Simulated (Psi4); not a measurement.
**[BPH4]− (SMILES [BH2-]P): levels of theory compared**

Wanted: a comparison of 4 runs (UHF/heavy-aug-cc-pVDZ, UB3LYP/6-31G*, UB3LYP5/def2-TZVP) of [BPH4]−. 

The results are computed with Psi4 1.11.

1 further run of the same task is left out (set aside as unsound or not needed).

**1. The molecule**

[BPH4]− has 6 atoms, charge -1, and is taken as a doublet. As SMILES, `[BH2-]P`. The shape is that of a GFN2-xTB optimisation.

Bond lengths: B1–P2 1.844 Å, B1–H3 1.195 Å, B1–H4 1.190 Å, P2–H5 1.440 Å, P2–H6 1.441 Å. Angles: B1–P2–H5 104.9°, B1–P2–H6 105.2°, P2–B1–H3 122.3°, P2–B1–H4 117.6°, H5–P2–H6 84.4°, H3–B1–H4 120.1°.

**2. Energy and one-electron properties at UHF/heavy-aug-cc-pVDZ (IEF-PCM tetrahydrofuran) (run 1)**

The input, run.py:

```python
import psi4

psi4.set_memory('1600 MB')
psi4.set_num_threads(1)
psi4.core.set_output_file('output.dat', False)

molecule = psi4.geometry("""
-1 2
B
P 1 1.843581
H 1 1.195034 2 122.2939
H 1 1.18987 3 120.10823 2 179.85719
H 2 1.439747 1 104.93863 4 136.39751
H 2 1.440891 5 84.40769 1 -104.24065
units angstrom
symmetry c1
""")

psi4.set_options({
    'reference': 'uhf',
    'scf_type': 'pk',
    'pcm': True,
})
psi4.pcm_helper("""
  Units = Angstrom
  Medium {
    SolverType = IEFPCM
    Solvent = THF
  }
  Cavity {
    Type = GePol
    RadiiSet = UFF
    Scaling = False
    Area = 0.5
    Mode = Implicit
  }
""")

e, wfn = psi4.energy("scf/heavy-aug-cc-pVDZ", molecule=molecule, return_wfn=True)
psi4.oeprop(wfn, "MBIS_CHARGES", "MAYER_INDICES", title="SCF")
print(f'total energy {e:.8f} hartree = {e * 27.211386:.5f} eV')
for k, v in sorted(psi4.core.scalar_variables().items()):
    print(f'{k:45s} {v:18.10f}')
```

The run is started by

```bash
$ python run.py
```

output.dat:

```text
[...]
  Running in c1 symmetry.
[...]
  Nuclear repulsion =   46.180807136878521
[...]
  Multiplicity = 2
[...]
  Nalpha       = 13
  Nbeta        = 12
[...]
    Number of basis functions: 70
[...]
   @UHF iter   1:  -367.68271260278112   -6.32665e-01   4.46058e-03 DIIS/ADIIS
[...]
   @UHF iter   9:  -367.77830674522198   -5.53926e-08   7.33944e-07 DIIS
[...]
   @S^2 Observed:                7.622864066E-01
[...]
    Orbital Energies [Eh]
    ---------------------
    Alpha Occupied:
       1A    -79.879810     2A     -7.504079     3A     -7.421572
       4A     -5.315960     5A     -5.315705     6A     -5.314421
       7A     -0.804247     8A     -0.616670     9A     -0.456645
      10A     -0.447813    11A     -0.399048    12A     -0.298459
      13A     -0.196888
    Alpha Virtual:
      14A      0.069876    15A      0.087084    16A      0.087786
      17A      0.091457    18A      0.125357    19A      0.136024
      20A      0.145057    21A      0.211087    22A      0.211475
      23A      0.247031    24A      0.281803    25A      0.309186
[...]
  @UHF Final Energy:  -367.77830674522198
   => Energetics <=
    Nuclear Repulsion Energy =             46.1808071368785207
    One-Electron Energy =                -604.2324240583275241
    Two-Electron Energy =                 190.3540205407608994
    PCM Polarization Energy =              -0.0807103645339116
    Total Energy =                       -367.7783067452219825
  UHF NO Occupations:
  HONO-2 :   11  A 1.9989399
[...]
 Multipole Moments:
 ------------------------------------------------------------------------------------
     Multipole            Electronic (a.u.)      Nuclear  (a.u.)        Total (a.u.)
 ------------------------------------------------------------------------------------
 L = 1.  Multiply by 2.5417464519 to convert [e a0] to [Debye]
 Dipole X            :          0.0079846           -0.0125702           -0.0045856
 Dipole Y            :         -1.3539855            1.7515755            0.3975900
 Dipole Z            :          2.3571654           -1.1151425            1.2420229
 Magnitude           :                                                    1.3041164
[...]
```

The script printed:

```text
total energy -367.77830675 hartree = -10007.75747 eV
CURRENT ENERGY                                   -367.7783067452
CURRENT REFERENCE ENERGY                         -367.7783067452
DD SOLVATION ENERGY                                 0.0000000000
HF KINETIC ENERGY                                 367.8315786331
HF POTENTIAL ENERGY                              -735.6098853783
HF TOTAL ENERGY                                  -367.6975963807
NUCLEAR REPULSION ENERGY                           46.1808071369
ONE-ELECTRON ENERGY                              -604.2324240583
PCM POLARIZATION ENERGY                            -0.0807103645
PE ENERGY                                           0.0000000000
SCF ITERATION ENERGY                             -367.7783067452
SCF ITERATIONS                                      9.0000000000
SCF TOTAL ENERGY                                 -367.7783067452
TWO-ELECTRON ENERGY                               190.3540205408
```

Run time: 16 s. Hardware: 1 thread of Intel Xeon Platinum 8259CL at 2.50GHz (Skylake/Cascade Lake), shared host; peak memory 0.33 GiB.

Atomic charges (e):

```csv
atom,MBIS
B1,-0.403
P2,-0.315
H3,-0.118
H4,-0.123
H5,-0.020
H6,-0.021
```

**3. Energy and one-electron properties at UHF/heavy-aug-cc-pVDZ (ZORA, IEF-PCM tetrahydrofuran) (run 2)**

The input, bh4p.xyz:

```xyz
6
BH4P
B      0.058330    -0.904490    -0.063420
P      0.594500     0.859390    -0.069700
H     -1.074820    -1.226640     0.137320
H      0.887520    -1.733390    -0.266300
H     -0.421990     1.553630    -0.816460
H     -0.043540     1.451500     1.078550
```

The input, job.py:

```python
import psi4

psi4.set_memory('1600 MB')
psi4.set_num_threads(1)
psi4.set_output_file('output.dat', False)

with open('bh4p.xyz') as f:
    atoms = ''.join(f.readlines()[2:])
geom = psi4.geometry('-1 2\n' + atoms + 'symmetry c1')

psi4.set_options(dict(basis='heavy-aug-cc-pVDZ', reference='uhf', scf_type='pk', relativistic='zora', pcm=True))
psi4.pcm_helper("""
  Units = Angstrom
  Medium {
    SolverType = IEFPCM
    Solvent = THF
  }
  Cavity {
    Type = GePol
    RadiiSet = UFF
    Scaling = False
    Area = 0.5
    Mode = Implicit
  }
""")

energy_value, wavefunction = psi4.energy("scf", molecule=geom, return_wfn=True)
psi4.oeprop(wavefunction, "MBIS_CHARGES", "MAYER_INDICES", title="SCF")
print('E =', round(energy_value, 9))
for k, v in sorted(psi4.core.scalar_variables().items()):
    print(f'{k:45s} {v:18.10f}')
```

The run is started by

```bash
$ python job.py
```

output.dat:

```text
[...]
  Running in c1 symmetry.
[...]
  Nuclear repulsion =   46.180807373407774
[...]
  Multiplicity = 2
[...]
  Nalpha       = 13
  Nbeta        = 12
[...]
    Number of basis functions: 70
[...]
   @UHF iter   1:  -368.92683766905549   -6.36957e-01   4.47125e-03 DIIS/ADIIS
[...]
   @UHF iter   9:  -369.02287692783148   -5.77609e-08   7.40236e-07 DIIS
[...]
   @S^2 Observed:                7.623202657E-01
[...]
    Orbital Energies [Eh]
    ---------------------
    Alpha Occupied:
       1A    -80.369701     2A     -7.508714     3A     -7.466151
       4A     -5.326753     5A     -5.326512     6A     -5.325169
       7A     -0.805936     8A     -0.616843     9A     -0.456234
      10A     -0.447794    11A     -0.398924    12A     -0.298413
      13A     -0.196743
    Alpha Virtual:
      14A      0.069786    15A      0.087086    16A      0.087774
      17A      0.091479    18A      0.125381    19A      0.136062
      20A      0.145048    21A      0.210617    22A      0.211650
      23A      0.247134    24A      0.282025    25A      0.309243
[...]
  @UHF Final Energy:  -369.02287692783148
   => Energetics <=
    Nuclear Repulsion Energy =             46.1808073734077738
    One-Electron Energy =                -605.5759803579155687
    Two-Electron Energy =                 190.4529911106963311
    PCM Polarization Energy =              -0.0806950540199782
    Total Energy =                       -369.0228769278314758
  UHF NO Occupations:
  HONO-2 :   11  A 1.9989378
[...]
 Multipole Moments:
 ------------------------------------------------------------------------------------
     Multipole            Electronic (a.u.)      Nuclear  (a.u.)        Total (a.u.)
 ------------------------------------------------------------------------------------
 L = 1.  Multiply by 2.5417464519 to convert [e a0] to [Debye]
 Dipole X            :          1.9613446           -1.9647676           -0.0034229
 Dipole Y            :          1.8699483           -0.5670128            1.3029355
 Dipole Z            :         -0.2833912            0.3604188            0.0770276
 Magnitude           :                                                    1.3052149
[...]
```

Standard output:

```text
E = -369.022876928
CURRENT ENERGY                                   -369.0228769278
CURRENT REFERENCE ENERGY                         -369.0228769278
DD SOLVATION ENERGY                                 0.0000000000
HF KINETIC ENERGY                                 366.7742985835
HF POTENTIAL ENERGY                              -735.7971755114
HF TOTAL ENERGY                                  -368.9421818738
NUCLEAR REPULSION ENERGY                           46.1808073734
ONE-ELECTRON ENERGY                              -605.5759803579
PCM POLARIZATION ENERGY                            -0.0806950540
PE ENERGY                                           0.0000000000
SCF ITERATION ENERGY                             -369.0228769278
SCF ITERATIONS                                      9.0000000000
SCF TOTAL ENERGY                                 -369.0228769278
TWO-ELECTRON ENERGY                               190.4529911107
```

Wall time 38 s (1 thread of Intel Xeon Platinum 8259CL at 2.50GHz (Skylake/Cascade Lake), shared host); peak memory 0.52 GiB.

Atomic charges (e):

```csv
atom,MBIS
B1,-0.405
P2,-0.313
H3,-0.118
H4,-0.122
H5,-0.020
H6,-0.021
```

**4. Energy and gradient at UB3LYP/6-31G(d) (Cartesian functions) (run 3)**

bh4p.xyz is that of step 3.

The input, job.py:

```python
import psi4

psi4.set_memory('1600 MB')
psi4.set_num_threads(1)
psi4.core.set_output_file('run.log', False)

with open('bh4p.xyz') as f:
    atoms = ''.join(f.readlines()[2:])
m = psi4.geometry('-1 2\n' + atoms + 'symmetry c1')

options = {'basis': '6-31G*', 'reference': 'uks', 'puream': False, 'e_convergence': 1e-09, 'd_convergence': 1e-08, 'scf_type': 'pk', 'dft_radial_points': 99, 'dft_spherical_points': 590, 'maxiter': 200}
psi4.set_options(options)

e_tot, wfn = psi4.gradient('b3lyp', return_wfn=True)
print('gradient / Eh bohr^-1')
print(e_tot.np.round(6))
print(f'energy = {wfn.energy():.10f} Eh')
```

The run is started by

```bash
$ python job.py
```

run.log (excerpt; [...] marks lines left out):

```text
[...]
  Running in c1 symmetry.
[...]
  Nuclear repulsion =   46.180807373407774
[...]
  Multiplicity = 2
[...]
  Nalpha       = 13
  Nbeta        = 12
[...]
    Number of basis functions: 42
[...]
   @UKS iter   1:  -368.35975119165670   -2.40209e-01   1.21027e-02 DIIS/ADIIS
[...]
   @UKS iter  12:  -368.56406108263405   -2.84217e-13   3.17368e-09 DIIS
[...]
   @S^2 Observed:                7.537149945E-01
[...]
  @UKS Final Energy:  -368.56406108263405
   => Energetics <=
    Nuclear Repulsion Energy =             46.1808073734077738
    One-Electron Energy =                -604.7607833832075812
    Two-Electron Energy =                 213.4351168922397619
    DFT Exchange-Correlation Energy =     -23.4192019650740235
    Empirical Dispersion Energy =           0.0000000000000000
    VV10 Nonlocal Energy =                  0.0000000000000000
    Total Energy =                       -368.5640610826340549
[...]
 Multipole Moments:
 ------------------------------------------------------------------------------------
     Multipole            Electronic (a.u.)      Nuclear  (a.u.)        Total (a.u.)
 ------------------------------------------------------------------------------------
 L = 1.  Multiply by 2.5417464519 to convert [e a0] to [Debye]
 Dipole X            :          2.0365323           -1.9647676            0.0717647
 Dipole Y            :          1.4424249           -0.5670128            0.8754121
 Dipole Z            :         -0.3253061            0.3604188            0.0351128
 Magnitude           :                                                    0.8790503
[...]
  -Total Gradient:
     Atom            X                  Y                   Z
    ------   -----------------  -----------------  -----------------
       1        0.005576746011     0.017079894691    -0.000153570475
       2       -0.008164803325    -0.022202387724     0.000316615443
       3        0.007505336043     0.004716520246    -0.001179107037
       4       -0.006167468711     0.007710515709     0.001579115193
       5        0.002518877186    -0.004244687234     0.009007923507
       6       -0.001268688975    -0.003060999158    -0.009571004192
[...]
```

The script printed:

```text
gradient / Eh bohr^-1
[[ 0.005577  0.01708  -0.000154]
 [-0.008165 -0.022202  0.000317]
 [ 0.007505  0.004717 -0.001179]
 [-0.006167  0.007711  0.001579]
 [ 0.002519 -0.004245  0.009008]
 [-0.001269 -0.003061 -0.009571]]
energy = -368.5640610826 Eh
```

Wall time 23 s (1 thread of Intel Xeon Platinum 8259CL at 2.50GHz (Skylake/Cascade Lake), shared host); peak memory 0.61 GiB.

**5. A single-point energy at UB3LYP5/def2-TZVP (ddCOSMO cyclohexane) (run 4)**

The input, bh4p.in:

```
memory 1600 MB

molecule mol {
  -1 2
  B      0.058330    -0.904490    -0.063420
  P      0.594500     0.859390    -0.069700
  H     -1.074820    -1.226640     0.137320
  H      0.887520    -1.733390    -0.266300
  H     -0.421990     1.553630    -0.816460
  H     -0.043540     1.451500     1.078550
  units angstrom
  symmetry c1
}

set globals {
  reference     uks
  scf_type      pk
  screening     schwarz
  ddx           true
  ddx_model     cosmo
  ddx_solvent   cyclohexane
  ddx_radii_set uff
}

result, w = energy("b3lyp5/def2-TZVP", return_wfn=True)
```

The run is started by

```bash
$ psi4 bh4p.in bh4p.out -n 1
```

bh4p.out:

```text
[...]
  Running in c1 symmetry.
[...]
  Nuclear repulsion =   46.180807373407774
[...]
  Multiplicity = 2
[...]
  Nalpha       = 13
  Nbeta        = 12
[...]
    Number of basis functions: 92
[...]
   @UKS iter   1:  -368.26836639129544   -2.33811e-01   7.63591e-03 ADIIS/DIIS
[...]
   @UKS iter   9:  -368.57947689623307   -1.24022e-08   3.67535e-07 DIIS
[...]
   @S^2 Observed:                7.534412165E-01
[...]
    Orbital Energies [Eh]
    ---------------------
    Alpha Occupied:
       1A    -76.914647     2A     -6.580021     3A     -6.402375
       4A     -4.564319     5A     -4.562773     6A     -4.559032
       7A     -0.517112     8A     -0.357238     9A     -0.253482
      10A     -0.241170    11A     -0.202982    12A     -0.124618
      13A     -0.037819
    Alpha Virtual:
      14A      0.117491    15A      0.134945    16A      0.146564
      17A      0.182368    18A      0.194635    19A      0.218618
      20A      0.229951    21A      0.247037    22A      0.280442
      23A      0.300330    24A      0.338788    25A      0.388225
[...]
  @UKS Final Energy:  -368.57947689623307
   => Energetics <=
    Nuclear Repulsion Energy =             46.1808073734077738
    One-Electron Energy =                -604.6340268204908170
    Two-Electron Energy =                 213.2350198649497202
    DFT Exchange-Correlation Energy =     -23.3142157842214175
    Empirical Dispersion Energy =           0.0000000000000000
    VV10 Nonlocal Energy =                  0.0000000000000000
    DD Solvation Energy =                 -0.0470615298783341
    Total Energy =                       -368.5794768962330181
[...]
 Multipole Moments:
 ------------------------------------------------------------------------------------
     Multipole            Electronic (a.u.)      Nuclear  (a.u.)        Total (a.u.)
 ------------------------------------------------------------------------------------
 L = 1.  Multiply by 2.5417464519 to convert [e a0] to [Debye]
 Dipole X            :          2.0815369           -1.9647676            0.1167693
 Dipole Y            :          1.7215668           -0.5670128            1.1545540
 Dipole Z            :         -0.3183259            0.3604188            0.0420929
 Magnitude           :                                                    1.1612071
[...]
```

Wall time 22 s (1 thread of Intel Xeon Platinum 8259CL at 2.50GHz (Skylake/Cascade Lake), shared host); peak memory 0.69 GiB.

**6. Overview of the runs**

```csv
run,level,task,radii,energy (Eh),HOMO energy (eV),LUMO energy (eV),solvation energy (kJ/mol),wall time
1,UHF/heavy-aug-cc-pVDZ (IEF-PCM tetrahydrofuran),properties,UFF,-367.778307,-5.36,1.90,-211.9,16 s
2,"UHF/heavy-aug-cc-pVDZ (ZORA, IEF-PCM tetrahydrofuran)",properties,UFF,-369.022877,-5.35,1.90,-211.9,38 s
3,UB3LYP/6-31G* (Cartesian functions),gradient,–,-368.564061,2.20,5.08,–,23 s
4,UB3LYP5/def2-TZVP (ddCOSMO cyclohexane),energy,UFF,-368.579477,-1.03,1.53,-123.6,22 s
```

**7. Summary of results**

| quantity | value |
| --- | --- |
| run 4: total energy | -368.57948 Eh |
| run 4: HOMO energy (highest over α and β) | -1.03 eV |
| run 4: LUMO energy (lowest over α and β) | 1.53 eV |
| run 4: solvent term in the energy | -123.6 kJ/mol |
| run 4: ⟨S²⟩ | 0.753 |

What this shows: Totals of different functionals can't be ranked against each other. Some runs of one species differ in core potentials or relativity; totals across that change don't compare. In run 3 the HOMO lies above zero, so the outermost electron may be held by the basis alone. All runs together took 98 s, the longest 38 s.
